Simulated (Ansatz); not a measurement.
bcc Rb, treated with B3LYP (VWN-RPA form) in Ansatz (plane waves, PAW).

The input as run:

Ansatz 0.2 input:
```yaml
crystal:
  lattice:
    - [-2.8743665596, 2.8743665596, 2.8743665596]
    - [2.8743665596, -2.8743665596, 2.8743665596]
    - [2.8743665596, 2.8743665596, -2.8743665596]
  atoms:
    - { symbol: Rb, position: [0.0, 0.0, 0.0] }
basis:
  ecutwfc: 460
  ecutrho_ratio: 4
  xc_grid: 2
kpoints:
  mp_grid: { grid: [8, 8, 8] }
hamiltonian:
  xc: b3lyp
  dispersion: none
  pseudopotentials: { kind: paw }
scf:
  occupations: { method: fermi_dirac, width: 0.05 }
  convergence: { dr2_threshold: 0.0000000001 }
output:
  forces: false
  stress: true
  eigenvalues: true
```

The run printed, among other lines:

```
WARN output.stress: scf.exx.energy_threshold = 1e-6 eV is looser than the 1e-8 eV advised for a stress under a hybrid functional (1e-8 eV for each atom of the …
Crystal: 1 atoms, lattice volume = 94.992 Å³
Basis set: ecut = 460 eV, 2123 PW (Γ), exchange–correlation on 72×72×72 points (8 copies of the dense FFT grid, shifted against one another)
Bands: 9, of which v1, the nominal top of the filled ones, is band 5 counted from 1 (4 counted from 0)
Symmetry: 48 space group operations
Space group: Im-3m (ITA 229), of the structure as read, at distance tolerance 4.6e-5 Å
k-points: 29 of 512
Functional: x = 0.1 slater + 0.9 b88, c = 0.19 vwn_rpa + 0.81 lyp, warm-up for x = 0.08 slater + 0.72 b88 + 0.2 exact, c = 0.19 vwn_rpa + 0.81 lyp
SCF iter   1: F=—  HF=-3276.677398 eV  |F-HF|=—  |Δ(HF+E_count)|=         —  Δρ=1.69e-3  dr2=1.49e-3
SCF iter   2: F=—  HF=-3276.678510 eV  |F-HF|=—  |Δ(HF+E_count)|=   1.11e-3  Δρ=1.03e-3  dr2=6.93e-4
  ...
SCF 1 converged in 9 iterations: F = -3276.680094 eV  dr2 = 7.60e-12
Crystal: 1 atoms, lattice volume = 94.992 Å³
Initial density: handed on by an earlier stage of this run
Functional: x = 0.08 slater + 0.72 b88 + 0.2 exact, c = 0.19 vwn_rpa + 0.81 lyp
Crystal: 1 atoms, lattice volume = 94.992 Å³
SCF iter   4: F=—  HF=-3278.963634 eV  |F-HF|=—  |Δ(HF+E_count)|=   1.59e-9  Δρ=3.58e-7  dr2=1.17e-10
SCF iter   5: F=-3278.963634 eV  HF=-3278.963634 eV  |F-HF|=1.14e-11  |Δ(HF+E_count)|=  3.78e-10  Δρ=5.00e-8  dr2=3.53e-12
SCF 3 converged in 5 iterations: F = -3278.963634 eV  dr2 = 3.53e-12
Free energy (F): -3278.963634 eV
Internal energy: -3278.958676 eV  (E = F + TS)
E sigma→0 (E₀):  -3278.961155 eV
Fermi energy:    2.113197 eV
--- Stress (GPa, compression-positive) ---
        0.000054       0.000000       0.000000
        0.000000       0.000054      -0.000000
       -0.000000      -0.000000       0.000054
  P = ⅓ Tr σ = 0.0001 GPa (0.001 kbar)
```

The PAW data were made under PBE.

Ansatz is a first-principles code.
